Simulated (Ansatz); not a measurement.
Geometry optimisation, Ansatz 0.2.0, UKS PBE0-D4/cc-pVDZ.

Input file:

```yaml
crystal:
  periodic: [false, false, false]
  atoms:
    - { symbol: O, position_ang: [-1.1106, -0.058, 0.5443] }
    - { symbol: C, position_ang: [-0.0151, -0.0266, 0.0123] }
    - { symbol: O, position_ang: [0.9419, -0.7829, 0.1887] }
    - { symbol: H, position_ang: [-2.03531, 0.23748, 0.73845] }
magnetization:
  spin_polarized: true
  initial_magnetization: 1
basis:
  gaussian: { orbitals: cc-pVDZ }
hamiltonian:
  xc: pbe0
  dispersion: d4
relax:
  f_tol: 0.02
  max_steps: 50
output:
  orbitals: {}
```

Launched with:

```bash
$ ansatz run input.yaml --threads 1 --pin off --max-ram 2048MiB --backend cpu --events-out ev --progress --plain --runs-dir out
```

Where does it end, and by what steps?

The forces met the threshold. After 7 steps the energy has fallen by 1.295 eV; O1 moved furthest, 0.34 Å.

```tsv
step	energy less start (eV)	largest force component (eV/Å)	accepted
0	0.0000	6.823	yes
1	-0.3958	2.489	yes
2	-0.8598	2.519	yes
3	-1.0777	3.181	yes
4	-1.2234	1.852	yes
5	-1.2807	0.986	yes
6	-1.2943	0.174	yes
7	-1.2946	0.011	yes
```

```xyz
4
Properties=species:S:1:pos:R:3
O -1.199 -0.293 0.776
C -0.089 -0.051 0.071
O 0.918 -0.668 0.104
H -1.850 0.382 0.533
```

Time of the run: 12 s on 1 thread of Arm Neoverse V2, on a shared host, peak memory 0.11 GiB.
